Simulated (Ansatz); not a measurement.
Problem. Name a neutral molecule of Al, Cl, Si and H with LUMO energy (PBE/def2-TZVPP) between -3.10 and -2.80 eV and vertical ionisation energy (CCSD(T)/CBS(def2)) between 9.70 and 10.00 eV (Ansatz, PBE0-D4/def2-TZVP geometry).

Solution. `[AlH2][SiH2]Cl` (-3.10 eV, 9.87 eV). Other molecules can fit too; these were computed, each in one conformer that needn't be the lowest.
